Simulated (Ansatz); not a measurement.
A calculation with Ansatz (development build ahead of 0.2.0).

```yaml
crystal:
  periodic: [false, false, false]
  atoms:
    - { symbol: C, position_ang: [0.00977, 0.00014, -1.02379] }
    - { symbol: S, position_ang: [-0.00419, 0.00882, 0.58686] }
    - { symbol: H, position_ang: [-0.00906, -0.93326, -1.61508] }
    - { symbol: H, position_ang: [0.00544, 0.92366, -1.61858] }
basis:
  gaussian: { orbitals: STO-3G }
hamiltonian:
  xc: hf
correlation:
  method: mp2
  frozen_orbitals: { C: 1, H: 0, S: 5 }
```

The input is written out in the form of the current development build from the run's settings.

Results

```
Converged                       : yes
Reference energy                : -431.66935 hartree
Correlation energy              : -0.10870 hartree
Total energy                    : -431.77805 hartree
Spin squared of the determinant : 0.000
```
